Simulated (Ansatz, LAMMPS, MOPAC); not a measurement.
**Corundum (α-Al2O3), lattice parameter a**

Reference value: 4.759 Å (measured, temperature not stated, not corrected to a static lattice; as tabulated in Lallet et al. (2009), arXiv:0801.3594).

| level (code) | value (Å) |
|---|---|
| ionic model lewis1985c (shell model, LAMMPS) | 4.818 |
| MNDO semi-empirical Hartree-Fock (MOPAC) | 4.832 |
| LDA (Ansatz) | … |
| PBE (Ansatz) | 4.809 |
| PBE-D3(BJ) (Ansatz) | 4.780 |
| r²SCAN-D4 (Ansatz) | 4.748 |
| PBE0 (Ansatz) | … |

### Question
What belongs in the gaps?

### Answer

- LDA (Ansatz, a first-principles code), value (Å): 4.730
- PBE0 (Ansatz), value (Å): 4.753

Differences against the reference: ionic model lewis1985c +1.24 %, MNDO semi-empirical Hartree-Fock (MOPAC) +1.53 %, LDA -0.61 %, PBE +1.05 %, PBE-D3(BJ) +0.44 %, r²SCAN-D4 -0.23 %, PBE0 -0.13 %.

The reference's temperature isn't stated, so close values are not ranked against it. Off by more than 1.25 %, or 1.75 % on the side where a correction would as a rule narrow the miss (bounds picked here): MNDO semi-empirical Hartree-Fock (MOPAC) (+1.53 %).

The measured value isn't corrected to a static lattice, so vibrations enter the comparison.  MNDO semi-empirical Hartree-Fock (MOPAC): the method was fitted mainly to molecules. MNDO semi-empirical Hartree-Fock (MOPAC): the run uses a supercell at the zone centre in place of a k mesh. Cutoffs and k meshes differ between the levels. Ansatz's density-functional and Hartree–Fock values are scalar-relativistic unless marked +SOC, with PAW data made under PBE.

Empirical potentials (ionic model lewis1985c) are fitted to chosen data: where that held the value shown, agreement is built in, and what lay outside the fit can be far off.

Differences are worked out from the printed values.
